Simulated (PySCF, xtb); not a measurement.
HS, SMILES [SH], multiplicity 2.

Harmonic wavenumbers (cm⁻¹) from GFN2-xTB in xtb at its own minimum, in rising order: 2461.

Task: What does PBE-D3(BJ)/def2-TZVPD run with PySCF give at its own minimum? (An estimate is asked for; the answer gives what the named calculation found.)

Result: 2612. Paired by order, the mean absolute difference is 151 cm⁻¹ and the zero-point energies are 3.5 and 3.7 kcal/mol.
